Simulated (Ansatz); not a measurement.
# One shape, several levels: CH2BN (SMILES BC#N)

Wanted: a comparison of 6 runs (UHF/STO-3G, B2PLYP/STO-3G, PBE/STO-3G, RPA@PBE/STO-3G, CCSDT(Q)/STO-3G, CCSD(T)/STO-3G) of CH2BN. 

The results are computed with Ansatz 0.2.0.

73 further runs of the same task are left out: 73 set aside as unsound or not needed.

## 1. The system as given

The species is CH2BN (5 atoms), meant as a singlet with charge 0. As SMILES, `BC#N`. The C2–B1 distance was set to 2.282 Å, away from the relaxed value. At this shape a bond of the SMILES string is far longer than usual.

Bond lengths: C2–N3 1.154 Å, B1–H4 1.189 Å, B1–H5 1.189 Å. Angles: H4–B1–H5 122.2°. A long bond or contact: B1–C2 2.282 Å.

## 2. The energy at UHF/STO-3G (run 1)

job.yaml

```yaml
crystal:
  periodic: [false, false, false]
  atoms:
    - {symbol: B, position_ang: [-0.505137, 1.010274, -0.758181]}
    - {symbol: C, position_ang: [0.352700, -0.696700, 0.490700]}
    - {symbol: N, position_ang: [0.786500, -1.559600, 1.122200]}
    - {symbol: H, position_ang: [-1.030237, 0.756374, -1.793881]}
    - {symbol: H, position_ang: [-0.411837, 2.122974, -0.350981]}
basis:
  gaussian: {orbitals: STO-3G}
magnetization: {spin_polarized: true}
hamiltonian: {xc: hf}
accuracy: high
```

Run with:

```
ansatz run job.yaml --threads 1 --pin off --max-ram 2610MiB --events-out events.jsonl --progress --plain --runs-dir runs
```

Standard output:

```text
Warning: RAYON_NUM_THREADS=1 ignored (pool sized by the plan → 1); use --threads N
Functional definition: HF
  name "HF"
  exchange = exact_x
  correlation = 0
286 factors; integrals over basis functions are off by at most 1.4e-8 eV
mean field evaluation 1: about -3166.3483 eV, gradient 2.1e1 eV
mean field evaluation 2: about -3166.3493 eV, gradient 2.1e1 eV
mean field evaluation 4: about -3169.8338 eV, gradient 2.8e0 eV
mean field evaluation 8: about -3169.9147 eV, gradient 3.7e-2 eV
mean field evaluation 16: about -3169.9859 eV, gradient 5.6e-1 eV
mean field -3170.03982161 eV, -116.4968147140 hartree, gradient 7.1e-8 eV, S^2 0.499589; 1 other end points of the search recorded, 0 dependent functions left out
reference -3170.03982161 eV, -116.4968147140 hartree; 10, 10 occupied and 7, 7 virtual orbitals, 286 factors
Total energy: -3170.03982161 eV, -116.4968147140 hartree
```

Run time: 0.14 s. Hardware: 1 thread of Arm Neoverse V1, shared host.

## 3. A single-point energy at B2PLYP/STO-3G (run 2)

job.yaml

```yaml
basis:
  gaussian: {orbitals: STO-3G}
crystal:
  periodic: [false, false, false]
  atoms:
    - {symbol: B, position_ang: [-0.505137, 1.010274, -0.758181]}
    - {symbol: C, position_ang: [0.352700, -0.696700, 0.490700]}
    - {symbol: "N", position_ang: [0.786500, -1.559600, 1.122200]}
    - {symbol: H, position_ang: [-1.030237, 0.756374, -1.793881]}
    - {symbol: H, position_ang: [-0.411837, 2.122974, -0.350981]}
correlation: {frozen_orbitals: {B: 1, C: 1, H: 0, "N": 1}}
hamiltonian: {xc: {name: B2PLYP}}
accuracy: high
total_charge: 0
```

Run with:

```
ansatz run job.yaml --threads 1 --pin off --max-ram 2610MiB --events-out events.jsonl --progress --plain --runs-dir runs
```

Standard output:

```text
Warning: RAYON_NUM_THREADS=1 ignored (pool sized by the plan → 1); use --threads N
Functional definition: B2PLYP
  name "B2PLYP"
  parameter a = 0.53
  parameter c = 0.27
  exchange = (1 - a)*b88_x + a*exact_x
  correlation = (1 - c)*lyp_c + c*(mp2_os + mp2_ss)
286 factors; integrals over basis functions are off by at most 1.4e-8 eV
mean field evaluation 1: about -3179.9896 eV, gradient 2.9e1 eV
mean field evaluation 2: about -3179.9406 eV, gradient 2.9e1 eV
mean field evaluation 4: about -3183.0316 eV, gradient 3.6e0 eV
mean field evaluation 8: about -3183.0930 eV, gradient 1.7e-1 eV
mean field evaluation 16: about -3183.0933 eV, gradient 1.8e-6 eV
mean field -3183.09331589 eV, -116.9765217810 hartree, gradient 7.5e-9 eV, S^2 0.000000; 0 other end points of the search recorded, 0 dependent functions left out
3 core orbitals not correlated: weight in the atoms' cores, before any rotation towards them, 1.000 or more for the frozen orbitals, at most 0.000 for the correlated occupied ones
reference -3183.09333226 eV, -116.9765223823 hartree; 7, 7 occupied and 7, 7 virtual orbitals, 286 factors
second order -7.22274434 eV of doubles, -0.00000000 eV of singles
Total energy: -3185.04347323 eV, -117.0481887411 hartree
```

Wall time 1.3 s (1 thread of Arm Neoverse V1, shared host); peak memory 0.094 GiB.

Runs 3 to 5 aren't shown in full; the table further down has their settings and results.

## 4. A single-point energy at CCSD(T)/STO-3G (run 6)

in.yaml

```yaml
crystal:
  periodic: [false, false, false]
  atoms:
    - {symbol: B, position_ang: [-0.505137, 1.010274, -0.758181]}
    - {symbol: C, position_ang: [0.352700, -0.696700, 0.490700]}
    - {symbol: N, position_ang: [0.786500, -1.559600, 1.122200]}
    - {symbol: H, position_ang: [-1.030237, 0.756374, -1.793881]}
    - {symbol: H, position_ang: [-0.411837, 2.122974, -0.350981]}
basis:
  gaussian: {orbitals: STO-3G}
correlation: {method: ccsd_t, frozen_orbitals: {B: 1, C: 1, H: 0, "N": 1}}
scf: {omitted_lower_state_checks: [cluster_reference, increment]}
accuracy: high
```

Run with:

```
ansatz run in.yaml --threads 1 --pin off --max-ram 2610MiB --events-out events.jsonl --progress --plain --runs-dir runs
```

Standard output:

```text
Warning: RAYON_NUM_THREADS=1 ignored (pool sized by the plan → 1); use --threads N
Functional definition: HF
  name "HF"
  exchange = exact_x
  correlation = 0
these checks for a lower state are left out or cut short: cluster_reference, increment
286 factors; integrals over basis functions are off by at most 1.4e-8 eV
mean field evaluation 1: about -3166.3483 eV, gradient 3.0e1 eV
mean field evaluation 2: about -3166.3493 eV, gradient 3.0e1 eV
mean field evaluation 4: about -3169.8338 eV, gradient 3.9e0 eV
mean field evaluation 8: about -3169.9147 eV, gradient 6.8e-2 eV
mean field -3169.91475298 eV, -116.4922185267 hartree, gradient 1.1e-8 eV, S^2 0.000000; 0 other end points of the search recorded, 0 dependent functions left out; unrestricted orbitals would lower it
3 core orbitals not correlated: weight in the atoms' cores, before any rotation towards them, 1.000 or more for the frozen orbitals, at most 0.000 for the correlated occupied ones
reference -3169.91475298 eV, -116.4922185267 hartree; 7, 7 occupied and 7, 7 virtual orbitals, 286 factors
second order -5.38168736 eV of doubles, -0.00000000 eV of singles
cycle   1  -5.51733474 eV  change   -1.4e-1 eV  update   9.9e-2
cycle   2  -5.87988034 eV  change   -3.6e-1 eV  update   4.5e-2
cycle   3  -6.06499243 eV  change   -1.9e-1 eV  update   2.7e-2
cycle   4  -6.07426178 eV  change   -9.3e-3 eV  update   7.2e-3
cycle   5  -6.07972840 eV  change   -5.5e-3 eV  update   3.2e-3
cycle   6  -6.08406507 eV  change   -4.3e-3 eV  update   1.3e-3
cycle   7  -6.08581642 eV  change   -1.8e-3 eV  update   5.4e-4
cycle   8  -6.08573931 eV  change    7.7e-5 eV  update   1.9e-4
cycle   9  -6.08597300 eV  change   -2.3e-4 eV  update   8.3e-5
cycle  10  -6.08600703 eV  change   -3.4e-5 eV  update   3.6e-5
cycle  11  -6.08598232 eV  change    2.5e-5 eV  update   1.3e-5
cycle  12  -6.08598394 eV  change   -1.6e-6 eV  update   4.3e-6
cycle  13  -6.08598591 eV  change   -2.0e-6 eV  update   1.2e-6
cycle  14  -6.08598679 eV  change   -8.7e-7 eV  update   6.7e-7
cycle  15  -6.08598829 eV  change   -1.5e-6 eV  update   2.3e-7
cycle  16  -6.08598825 eV  change    3.8e-8 eV  update   8.3e-8
cycle  17  -6.08598822 eV  change    3.2e-8 eV  update   4.5e-8
cycle  18  -6.08598827 eV  change   -5.2e-8 eV  update   2.4e-8
cycle  19  -6.08598689 eV  change    1.4e-6 eV  update   1.6e-7
cycle  20  -6.08598672 eV  change    1.8e-7 eV  update   6.0e-8
cycle  21  -6.08598659 eV  change    1.3e-7 eV  update   2.4e-8
cycle  22  -6.08598653 eV  change    5.5e-8 eV  update   9.5e-9
cycle  23  -6.08598651 eV  change    2.0e-8 eV  update   4.4e-9
cycle  24  -6.08598651 eV  change    1.1e-9 eV  update   1.6e-9
perturbative correction -0.11548886 eV, -0.0042441372 hartree
Total energy: -3176.11622835 eV, -116.7201185430 hartree
Checks for a lower state left out: cluster_reference, increment
```

Run time: 0.14 s. Hardware: 1 thread of Arm Neoverse V1, shared host.

## 5. The series

| run | level | frozen core orbitals | energy (Eh) | wall time |
| --- | --- | --- | --- | --- |
| 1 | UHF/STO-3G | – | -116.496815 | 0.14 s |
| 2 | B2PLYP/STO-3G | 3 | -117.048189 | 1.3 s |
| 3 | PBE/STO-3G | – | -117.069676 | 0.87 s |
| 4 | RPA@PBE/STO-3G | 3 | -116.804696 | 1.3 s |
| 5 | CCSDT(Q)/STO-3G | 3 | -116.722666 | 0.57 s |
| 6 | CCSD(T)/STO-3G | 3 | -116.720119 | 0.14 s |

## 6. Results

```
                                          quantity          value
                               run 6: total energy  -116.72012 Eh
run 6: correlation energy (3 core orbitals frozen)     -227.9 mEh
                             run 6: (T) correction      -4.24 mEh
                              run 6: T1 diagnostic          0.021
```

In words: Below the UHF energy at the same shape and in the same basis (STO-3G): CCSDT(Q) -225.9 mEh; CCSD(T) -223.3 mEh. Some of these start from another determinant than that one, so these aren't their correlation energies. Totals of different functionals can't be ranked against each other. In runs 5, 6 the log says that unrestricted orbitals would lower the reference, so the values rest on an unstable closed-shell determinant (other closed-shell runs at this shape may share the fault). In runs 1, 2, 3, 4, 5, 6 the basis is minimal, so the values are rough. Spin contamination of the reference: run 1 ⟨S²⟩ = 0.50. All runs together took 4.3 s, the longest 1.3 s.
